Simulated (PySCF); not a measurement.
# Working out the ionisation energy of B

B [He] 2s2 2p1 (2P) → B⁺ [He] 2s2 (1S). All numbers are calculated (PySCF 2.14, no relativity, point nucleus, in def2-TZVP (5s3p2d1f, 31 functions)). Frozen: 1s2. Energies in hartree (1 hartree = 27.21139 eV):

```
            part   B (lower)  B⁺ (upper)
             UHF  -24.532333  -24.236832
CCSD correlation   -0.064260   -0.059459
             (T)   -0.001314    0.000000
```

**Question.** What does Hartree-Fock give?

**Answer.** (-24.236832) − (-24.532333) = 0.295501 hartree = 8.041 eV.

**Question.** What do CCSD and CCSD(T) give?

**Answer.** The CCSD correlation energies differ by 0.004801 hartree = 0.131 eV and the triples by 0.001314 hartree = 0.036 eV, so CCSD gives 8.172 eV and CCSD(T) 8.208 eV.

Measured between the centres of the two terms (NIST): 8.297 eV, so CCSD(T) (valence) is off by -0.089 eV.

The coupled-cluster amplitudes are large, so a single reference is strained.

What remains against the reference includes basis incompleteness, the frozen core and higher excitations.
